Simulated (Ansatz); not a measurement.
```yaml
crystal:
  periodic: [false, false, false]
  atoms:
    - {symbol: C, position_ang: [-1.249827, -0.098223, -0.001306]}
    - {symbol: C, position_ang: [0.000100, 0.197715, 0.001655]}
    - {symbol: C, position_ang: [1.249727, -0.099493, -0.000349]}
basis:
  gaussian: {orbitals: def2-TZVP}
hamiltonian: {xc: pbe0}
relax: {f_tol: 0.004, max_steps: 80}
```

```sh
$ ansatz run in.yaml --threads 1 --pin off --events-out ev --progress --plain --max-ram 2176MiB
```

Steps of the relaxation (energy above the last step; positions in Å, forces in eV/Å):

```
3
step 1, 7.0 meV
C    -1.250   -0.098   -0.001   -0.284   -0.052   -0.001
C     0.000    0.198    0.002    0.000    0.104    0.001
C     1.250   -0.099    0.000    0.284   -0.052    0.000
```

```
3
step 2, 5.9 meV
C    -1.253   -0.098   -0.001   -0.058    0.001    0.000
C     0.000    0.198    0.002    0.000   -0.002    0.000
C     1.253   -0.100    0.000    0.058    0.001    0.000
```

```
3
step 3, 5.8 meV
C    -1.254   -0.098   -0.001   -0.001    0.015    0.000
C     0.000    0.197    0.002    0.000   -0.029    0.000
C     1.254   -0.099    0.000    0.001    0.015    0.000
```

```
3
step 5, 0.5 meV
C    -1.286   -0.023   -0.001    0.001    0.007    0.000
C     0.000    0.048    0.000    0.000   -0.014    0.000
C     1.286   -0.024    0.000   -0.001    0.007    0.000
```

```
3
step 9, 0.0 meV
C    -1.288    0.000    0.000    0.000    0.000    0.000
C     0.000    0.001    0.000    0.000    0.000    0.000
C     1.288   -0.001    0.000    0.000    0.000    0.000
```

Close pairs at the end: C2–C3 1.288 Å, C1–C2 1.288 Å.

A stationary point of restricted PBE0 after 9 steps (its stability towards spin polarisation wasn't tested); no frequencies were run, so it isn't proven a minimum. 19 s on 1 thread of Arm Neoverse N1, shared host.
